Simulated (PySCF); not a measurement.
# B2 (triplet) under other conditions

How does B2 (triplet) answer to another spin, charge, distance or environment?

Method: method and basis as typed in the scripts; program: PySCF 2.14.0.

2 further runs of the same task are left out: 2 that didn't finish.

## (1) Where the work starts

B2 (triplet): 2 atoms, charge 0, spin multiplicity 3.

Bond lengths: B1–B2 1.630 Å.

## (2) The run that the others are compared with

Contents of input.py:

```python
from pyscf import gto, scf, cc

mol = gto.M(
    atom='B 0 0 0; B 0 0 1.63',
    basis='6-31g',
    charge=0,
    spin=2,
    verbose=4,
)
mf = scf.UHF(mol)
mf = mf.density_fit(auxbasis='def2-universal-jkfit')
mf.kernel()
mycc = cc.CCSD(mf, frozen=2)
mycc.kernel()
e = mycc.ipccsd(nroots=3)[0]
print('roots (eV) =', (e*27.211386).round(3))
mf.dip_moment()
print('orbital energies (hartree):', [e[max(0, n-3):n+3].round(4) for e, n in zip(mf.mo_energy, mol.nelec)])
```

Launch:

```console
$ python input.py
```

Its log is not repeated here.

In short: E(SCF) = -49.061905 Eh, 9 cycles, E(CCSD) − E(SCF) = -0.14436 Eh, ⟨S²⟩ = 2.010, μ = 0.00 D, ionisation roots 9.123, 9.123, 9.999 eV.

The bond length is a typed value, not an optimised one. The triplet is typed in the script; nothing here shows that it is the ground state.

## (3) Charge +2

Edit 1 changes charge: 0 → 2.

Contents of input.py:

```python
from pyscf import gto, scf, cc

mol = gto.M(
    atom='B 0 0 0; B 0 0 1.63',
    basis='6-31g',
    charge=2,
    spin=2,
    verbose=4,
)
mf = scf.UHF(mol)
mf = mf.density_fit(auxbasis='def2-universal-jkfit')
mf.kernel()
mycc = cc.CCSD(mf, frozen=2)
mycc.kernel()
e = mycc.ipccsd(nroots=3)[0]
print('roots (eV) =', (e*27.211386).round(3))
mf.dip_moment()
print('orbital energies (hartree):', [e[max(0, n-3):n+3].round(4) for e, n in zip(mf.mo_energy, mol.nelec)])
```

Launch:

```console
$ python input.py
```

## (4) Bond 4.89 Å

Edit 2 changes bond length: 1.63 Å → 4.89 Å.

input.py: that of step 2 with these lines changed.

```diff
@@ -3,3 +3,3 @@
 mol = gto.M(
-    atom='B 0 0 0; B 0 0 1.63',
+    atom='B 0 0 0; B 0 0 4.89',
     basis='6-31g',
```

## (5) Bond 1.581 Å

Edit 3 changes bond length: 1.63 Å → 1.581 Å.

input.py: that of step 2 with these lines changed.

```diff
@@ -3,3 +3,3 @@
 mol = gto.M(
-    atom='B 0 0 0; B 0 0 1.63',
+    atom='B 0 0 0; B 0 0 1.581',
     basis='6-31g',
```

## (6) Electric field 0.001 a.u.

Edit 4 changes electric field: none → 0.001 a.u.

input.py: that of step 2 with these lines changed.

```diff
@@ -11,2 +11,7 @@
 mf = mf.density_fit(auxbasis='def2-universal-jkfit')
+field = 0.001  # electric field along z, atomic units
+h = mf.get_hcore() + field*mol.intor('int1e_r')[2]
+mf.get_hcore = lambda *args: h
+e_nuc = mol.energy_nuc() - field*mol.atom_charges() @ mol.atom_coords()[:, 2]
+mf.energy_nuc = lambda *args: e_nuc
 mf.kernel()
```

**Question.** What will these runs give? Wanted: for each run, E(SCF); from base; gap, α spin; after the SCF.

As calculated:

```csv
run,E(SCF) (hartree),from base (eV),cycles,"gap, α spin (eV)",after the SCF
base,-49.061905,0,9,8.61,"CCSD correlation -3.928 eV, core frozen, first root 9.12 eV"
charge +2,-48.138162,+25.1363,9,8.51,"CCSD correlation -1.732 eV, core frozen, first root 26.90 eV"
bond 4.89 Å,-48.914600,+4.0084,8,2.93,"CCSD correlation -5.112 eV, core frozen, first root 6.83 eV"
bond 1.581 Å,-49.059887,+0.0549,9,8.80,"CCSD correlation -3.962 eV, core frozen, first root 9.28 eV"
electric field 0.001 a.u.,-49.061939,-0.0009,14,8.61,"CCSD correlation -3.928 eV, core frozen, first root 9.08 eV"
```

**Reading.** The largest comparable shift of the SCF energy, +4.008 eV, comes with the run “bond 4.89 Å”. With bond 4.89 Å the frontier gap moves by over 1.5 eV, which can mean another electronic state rather than the bond length alone.
